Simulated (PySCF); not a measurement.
formaldehyde (CH2O), SMILES C=O.

Geometry: r2SCAN-D4/def2-TZVPD.

Calculation: PBE/def2-TZVPD (PySCF).

Symmetry labels are those of the subgroup C2v that the program uses (full group C2v).

Computed valence orbital energies around the gap with their symmetry:
```
orbital  symmetry  energy (eV)
-------  --------  -----------
HOMO−7         A1      -510.84
HOMO−6         A1      -271.57
HOMO−5         A1       -26.74
HOMO−4         A1       -15.70
HOMO−3         B2       -12.19
HOMO−2         A1       -11.01
HOMO−1         B1       -10.15
HOMO           B2        -6.25
LUMO           B1        -2.63
LUMO+1         A1        -0.09
LUMO+2         B2         1.15
LUMO+3         A1         1.21
```
